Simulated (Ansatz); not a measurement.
Job for Ansatz (an electronic-structure program): R-PBE/def2-TZVPPD on H2O (SMILES O) with ghost functions. Files ending in .json are basis or fitting sets from the Basis Set Exchange.

Ansatz 0.2 input:
```yaml
crystal:
  periodic: [false, false, false]
  atoms:
    - {symbol: O, position_ang: [1.53175000, 0.00592200, -0.12088000]}
    - {symbol: H, position_ang: [0.57596800, -0.00524900, 0.02496600]}
    - {symbol: H, position_ang: [1.90624900, -0.03756100, 0.76321800]}
basis:
  gaussian:
    orbitals: def2-TZVPPD.json
    ghost_atoms:
      - {symbol: O, position_ang: [-1.39622600, -0.00499000, 0.10676600]}
      - {symbol: H, position_ang: [-1.78937200, -0.74228300, -0.37100900]}
      - {symbol: H, position_ang: [-1.77703700, 0.77763800, -0.30426400]}
hamiltonian:
  xc: {name: PBE}
scf: {lower_state_search: off}
```

It printed:

```
WARN ansatz: RAYON_NUM_THREADS=1 ignored (pool sized by the plan → 1); use --threads N
Functional definition: PBE
these checks for a lower state are left out or cut short: stability, starts, cluster_reference, orbital_swaps, neighbouring_geometries, increment
integrals: 0.03 GiB planned
588 factors; their error is unknown
mean field: 0.35 GiB planned
mean field evaluation 1: about -2072.8725 eV, gradient 6.0e1 eV
mean field evaluation 2: about -2042.7667 eV, gradient 1.3e2 eV
mean field evaluation 4: about -2078.5071 eV, gradient 1.2e0 eV
mean field evaluation 8: about -2078.5039 eV, gradient 1.7e-2 eV
mean field -2078.50394453 eV, -76.3836111009 hartree, gradient 6.0e-6 eV, S^2 0.000000; 0 other end points of the search recorded, 0 dependent functions left out
reference -2078.50398345 eV, -76.3836125313 hartree; 5, 5 occupied and 143, 143 virtual orbitals, 588 factors
Total energy: -2078.50398345 eV, -76.3836125313 hartree
Checks for a lower state left out: stability, starts, cluster_reference, orbital_swaps, neighbouring_geometries, increment
```

The run converged.

Cost: about 0.8 core-seconds (a rough figure).
